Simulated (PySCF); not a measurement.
# LiN (triplet): changing the method

Starting from one script, swap the method and compare what comes out for LiN (triplet).

Method: method and basis as typed in the scripts; program: PySCF 2.14.0.

4 further runs of the same task are left out: 4 that didn't finish.

## Step 1: The system as given

LiN (triplet): 2 atoms, charge 0, spin multiplicity 3.

Bond lengths: Li1–N2 1.940 Å.

## Step 2: The base run

Contents of input.py:

```python
from pyscf import gto, dft
from pyscf.prop.polarizability import uhf as pol

mol = gto.M(
    atom='Li 0 0 0; N 0 0 1.94',
    basis='def2-tzvp',
    charge=0,
    spin=2,
    symmetry=True,
    verbose=3,
)
mf = dft.UKS(mol, xc='lc_wpbe')
mf.kernel()
print('polarizability (a.u.)')
print(pol.Polarizability(mf).polarizability().round(4))
mf.dip_moment()
print('orbital energies (hartree):', [e[max(0, n-3):n+3].round(4) for e, n in zip(mf.mo_energy, mol.nelec)])
```

The run is started by

```bash
OMP_NUM_THREADS=1 python input.py
```

The log of this run is left out.

In short: E(SCF) = -62.099287 Eh, ⟨S²⟩ = 2.006, μ = 7.31 D, α(xx, yy, zz) = 15.5, 15.5, 24.7 bohr³.

The bond length is a typed value, not an optimised one. The triplet is typed in the script; nothing here shows that it is the ground state.

## Step 3: EOM-IP (UHF)

Run 1 changes step after the SCF: polarizability → eomip; SCF type: UKS → UHF; functional: lc_wpbe → none (Hartree–Fock); frozen orbitals: none → 1; number of roots: none → 5.

Contents of input.py:

```python
from pyscf import gto, scf, cc

mol = gto.M(
    atom='Li 0 0 0; N 0 0 1.94',
    basis='def2-tzvp',
    charge=0,
    spin=2,
    symmetry=True,
    verbose=3,
)
mf = scf.UHF(mol)
mf.kernel()
mycc = cc.CCSD(mf, frozen=1)
mycc.kernel()
e = mycc.ipccsd(nroots=5)[0]
print('roots (eV) =', (e*27.211386).round(3))
mf.dip_moment()
print('orbital energies (hartree):', [e[max(0, n-3):n+3].round(4) for e, n in zip(mf.mo_energy, mol.nelec)])
```

The run is started by

```bash
OMP_NUM_THREADS=1 python input.py
```

## Step 4: SCF alone

Run 2 changes step after the SCF: polarizability → none.

input.py, as its differences from that of step 2:

```diff
@@ -1,3 +1,2 @@
 from pyscf import gto, dft
-from pyscf.prop.polarizability import uhf as pol
 
@@ -13,4 +12,2 @@
 mf.kernel()
-print('polarizability (a.u.)')
-print(pol.Polarizability(mf).polarizability().round(4))
 mf.dip_moment()
```

## Step 5: Pbe

Run 3 changes functional: lc_wpbe → pbe.

input.py, as its differences from that of step 2:

```diff
@@ -11,3 +11,3 @@
 )
-mf = dft.UKS(mol, xc='lc_wpbe')
+mf = dft.UKS(mol, xc='pbe')
 mf.kernel()
```

## Step 6: EOM-IP (UHF)

Run 4 changes step after the SCF: polarizability → eomip; SCF type: UKS → UHF; functional: lc_wpbe → none (Hartree–Fock); number of roots: none → 3.

Contents of input.py:

```python
from pyscf import gto, scf, cc

mol = gto.M(
    atom='Li 0 0 0; N 0 0 1.94',
    basis='def2-tzvp',
    charge=0,
    spin=2,
    symmetry=True,
    verbose=3,
)
mf = scf.UHF(mol)
mf.kernel()
mycc = cc.CCSD(mf)
mycc.kernel()
e = mycc.ipccsd(nroots=3)[0]
print('roots (eV) =', (e*27.211386).round(3))
mf.dip_moment()
print('orbital energies (hartree):', [e[max(0, n-3):n+3].round(4) for e, n in zip(mf.mo_energy, mol.nelec)])
```

What does the calculation give? Wanted: for each run, E(SCF); from base; gap, α spin; SCF dipole; after the SCF.

The runs gave:

```
         run  E(SCF) (hartree)  from base (eV)  gap, α spin (eV)  SCF dipole (D)                                                after the SCF
        base        -62.099287               0              7.97            7.31                                            mean α 18.6 bohr³
EOM-IP (UHF)        -61.833748  not comparable              9.23            7.49  CCSD correlation -5.248 eV, core frozen, first root 6.62 eV
   SCF alone        -62.099287          0.0000              7.97            7.31                                                          n/a
         pbe        -62.061881  not comparable              2.24            6.29                                            mean α 46.9 bohr³
EOM-IP (UHF)        -61.833748  not comparable              9.23            7.49               CCSD correlation -5.739 eV, first root 6.63 eV
```

In words: A lower total energy from another functional means nothing by itself.
